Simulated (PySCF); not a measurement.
Structure problem from calculated spectra and properties.

Formula: C2H3Cl3O.

- XPS: Cl2p3/2 206.8 (×3), C1s 293.3, C1s 295.4, O1s 539.5, Cl1s 2829.4 (×3) eV [ΔSCF SCAN, pcX-2 on the ionised atom, pcseg-1 elsewhere, spin-free X2C, 2p3/2 from a spin–orbit splitting computed afterwards within the 2p shell]
- Dipole: 1.29 D [wB97X-D/def2-SVPD]
- Polarisability: 70.8 au [wB97X-D/def2-SVPD]
- Triplet: lowest triplet excitation (Tamm–Dancoff): 6.02 eV [TDA wB97X-D/def2-SVPD]
- Rotational structure: rotational constants A, B, C: 1.935, 1.588, 1.431 GHz [GFN2-xTB]
- UV, first state: lowest singlet excitation: 6.61 eV (188 nm, f = 0.000) [TDDFT wB97X-D/def2-SVPD]

The electronic properties come from PySCF, for the isolated species, density fitting. Levels stand in brackets. The structure is a single GFN2-xTB conformer in the gas phase; no vibrational or solvent corrections.

Question: What is the compound? Reason from the data.

Answer: Numbering: `[OH:1][CH2:2][C:3]([Cl:4])([Cl:5])[Cl:6]`. Its formula, C2H3Cl3O, gives 0 degrees of unsaturation, so no ring and no π bond. The core levels belong to: Cl2p3/2 206.8 eV, chlorine of a CCl3 group [Cl4/Cl5/Cl6]; C1s 293.3 eV, carbinol carbon (C–OH) [C2]; C1s 295.4 eV, CCl3 carbon [C3]; O1s 539.5 eV, alcohol oxygen [O1]; Cl1s 2829.4 eV, chlorine of a CCl3 group [Cl4/Cl5/Cl6]. One atom of each topological class was ionised and stands for its class. By its constants the optimised geometry is an asymmetric top. Structure: `OCC(Cl)(Cl)Cl`. The assignments are read from this structure; whether some other isomer fits the data as well wasn't checked.

Shape of the structure used: `[OH:1][CH2:2][C:3]([Cl:4])([Cl:5])[Cl:6]`: O1–C2–C3–Cl4 60°, H–O1–C2–C3 -59°.
